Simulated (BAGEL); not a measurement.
**AlH2O2 (SMILES [OH][Al][OH]): UHF/def2-TZVP (density fitting with qzvpp-jkfit)**

What is the vertical ionisation energy of AlH2O2 at UHF/def2-TZVP (density fitting with qzvpp-jkfit)? 

The results are computed with BAGEL 1.2.2.

4 further runs of the same task are left out: 3 that didn't finish, 1 set aside as unsound or not needed.

### 1 The molecule

AlH2O2 has 5 atoms, charge 0, and is taken as a doublet. As SMILES, `[OH][Al][OH]`. The shape is that of a PBE0-D4/def2-TZVP optimisation. This is one conformer, not always the lowest.

Bond lengths: O1–Al2 1.696 Å, Al2–O3 1.703 Å, O1–H4 0.958 Å, O3–H5 0.956 Å. Angles: O1–Al2–O3 119.0°, Al2–O1–H4 122.5°, Al2–O3–H5 123.1°.

### 2 A single-point energy at UHF/def2-TZVP (density fitting with qzvpp-jkfit)

calc.json reads:

```json
{ "bagel": [

{
  "title": "molecule",
  "basis": "def2-tzvp.json",
  "df_basis": "qzvpp-jkfit",
  "angstrom": true,
  "geometry": [
    { "atom": "O", "xyz": [      -1.573500,      -0.324600,      -0.237500 ] },
    { "atom": "Al", "xyz": [       0.018500,      -0.825100,       0.065000 ] },
    { "atom": "O", "xyz": [       1.249400,       0.348300,       0.160000 ] },
    { "atom": "H", "xyz": [      -1.809700,       0.595800,      -0.359200 ] },
    { "atom": "H", "xyz": [       2.165100,       0.131800,       0.330400 ] }
  ]
},

{ "title": "uhf", "nopen": 1 },

{ "title": "print", "file": "orbitals.molden", "orbitals": true }

]}
```

The basis set def2-TZVP is read from a file made from the Basis Set Exchange's data (not shown).

Run with:

```sh
$ BAGEL_NUM_THREADS=1 BAGEL calc.json > calc.out
```

Output:

```text
* using 1 threads per process

  ===============================================================
  ===============================================================

  *** Geometry ***

  { "atom" : "O", "xyz" : [     -2.973484,     -0.613405,     -0.448810 ] },
  { "atom" : "Al", "xyz" : [      0.034960,     -1.559213,      0.122832 ] },
  { "atom" : "O", "xyz" : [      2.361024,      0.658192,      0.302356 ] },
  { "atom" : "H", "xyz" : [     -3.419837,      1.125899,     -0.678790 ] },
  { "atom" : "H", "xyz" : [      4.091446,      0.249066,      0.624366 ] },

  Number of auxiliary basis functions:      318

  Since a DF basis is specified, we compute 2- and 3-index integrals:
    o Being stored without compression. Storage requirement is 0.031 GB

  Number of basis functions:      111
  Number of electrons      :       31

    * METHOD: MOLECULE                             0.13

  *** Open-shell HF ***

  === Nuclear Repulsion ===
    93.6023705973

      * DIIS with orbital gradients will be used.

  === UHF iteration (def2-tzvp.json) ===
      0       -392.49966967          0.06580848           0.07
      1       -392.71070486          0.05197339           0.08
      2       -392.84109780          0.03759968           0.08
      3       -392.96907347          0.00149159           0.08
      4       -392.97062087          0.00051022           0.08
      5       -392.97092326          0.00019001           0.08
      6       -392.97095956          0.00008434           0.08
      7       -392.97096806          0.00002480           0.08
      8       -392.97097001          0.00000911           0.08
      9       -392.97097033          0.00000472           0.08
     10       -392.97097039          0.00000269           0.08
     11       -392.97097042          0.00000069           0.08
     12       -392.97097042          0.00000022           0.08
     13       -392.97097043          0.00000009           0.08
     14       -392.97097043          0.00000005           0.08
     15       -392.97097043          0.00000002           0.08
     16       -392.97097043          0.00000001           0.08
     17       -392.97097043          0.00000001           0.08
    * SCF iteration converged.

    * S^2 (UHF) is 0.7521

    * Permanent dipole moment:
           (   -0.550390,     0.035977,    -0.092865) a.u.

    * METHOD: UHF                                  1.52

    * METHOD: PRINT                                0.02

  ===============================================================
```

Wall time 2 s (1 thread of Intel Xeon Platinum 8488C (Sapphire Rapids), shared host); peak memory 0.098 GiB.

### 3 The singlet cation

hf.json reads:

```json
{ "bagel": [

{
  "title": "molecule",
  "basis": "def2-tzvp.json",
  "df_basis": "qzvpp-jkfit",
  "angstrom": true,
  "geometry": [
    { "atom": "O", "xyz": [      -1.573500,      -0.324600,      -0.237500 ] },
    { "atom": "Al", "xyz": [       0.018500,      -0.825100,       0.065000 ] },
    { "atom": "O", "xyz": [       1.249400,       0.348300,       0.160000 ] },
    { "atom": "H", "xyz": [      -1.809700,       0.595800,      -0.359200 ] },
    { "atom": "H", "xyz": [       2.165100,       0.131800,       0.330400 ] }
  ]
},

{ "title": "hf", "charge": 1 },

{ "title": "print", "file": "orbitals.molden", "orbitals": true }

]}
```

The basis set def2-TZVP is read from a file made from the Basis Set Exchange's data (not shown).

Run with:

```sh
$ BAGEL_NUM_THREADS=1 BAGEL hf.json > hf.out
```

Output:

```text
* using 1 threads per process

  ===============================================================
  ===============================================================

  *** Geometry ***

  { "atom" : "O", "xyz" : [     -2.973484,     -0.613405,     -0.448810 ] },
  { "atom" : "Al", "xyz" : [      0.034960,     -1.559213,      0.122832 ] },
  { "atom" : "O", "xyz" : [      2.361024,      0.658192,      0.302356 ] },
  { "atom" : "H", "xyz" : [     -3.419837,      1.125899,     -0.678790 ] },
  { "atom" : "H", "xyz" : [      4.091446,      0.249066,      0.624366 ] },

  Number of auxiliary basis functions:      318

  Since a DF basis is specified, we compute 2- and 3-index integrals:
    o Being stored without compression. Storage requirement is 0.031 GB

  Number of basis functions:      111
  Number of electrons      :       31

    * METHOD: MOLECULE                             0.14

  *** RHF ***

  === Nuclear Repulsion ===
    93.6023705973

      * DIIS with orbital gradients will be used.

  === RHF iteration (def2-tzvp.json) ===
      0       -392.29004918          0.03141914           0.04
      1       -392.44326225          0.02505101           0.04
      2       -392.66640232          0.00139459           0.04
      3       -392.66735478          0.00069844           0.04
      4       -392.66755561          0.00015376           0.04
      5       -392.66757759          0.00004195           0.04
      6       -392.66758063          0.00001632           0.04
      7       -392.66758125          0.00000483           0.04
      8       -392.66758129          0.00000172           0.04
      9       -392.66758129          0.00000068           0.04
     10       -392.66758129          0.00000020           0.04
     11       -392.66758129          0.00000013           0.04
     12       -392.66758129          0.00000003           0.04
     13       -392.66758129          0.00000001           0.04
     14       -392.66758129          0.00000000           0.04
    * SCF iteration converged.

    * Permanent dipole moment:
           (   -1.014922,     1.837905,    -0.329022) a.u.

    * METHOD: HF                                   0.72

    * METHOD: PRINT                                0.02

  ===============================================================
```

Wall time 1.2 s (1 thread of Intel Xeon Platinum 8488C (Sapphire Rapids), shared host); peak memory 0.098 GiB.

### 4 Outcome

Level: UHF/def2-TZVP (density fitting with qzvpp-jkfit).

| quantity | value |
| --- | --- |
| doublet AlH2O2: total energy | -392.97097 Eh |
| doublet AlH2O2: dipole moment | 1.42 D |
| doublet AlH2O2: ⟨S²⟩ | 0.752 |
| singlet cation: total energy | -392.66758 Eh |
| singlet cation: HOMO energy | -19.36 eV |
| singlet cation: LUMO energy | -7.71 eV |
| singlet cation: HOMO–LUMO gap | 11.65 eV |
| vertical ionisation energy (to the singlet cation) | 8.256 eV |

The vertical ionisation energy comes to 8.26 eV (797 kJ/mol). Only the singlet of the ionised species was computed; a triplet could lie lower.
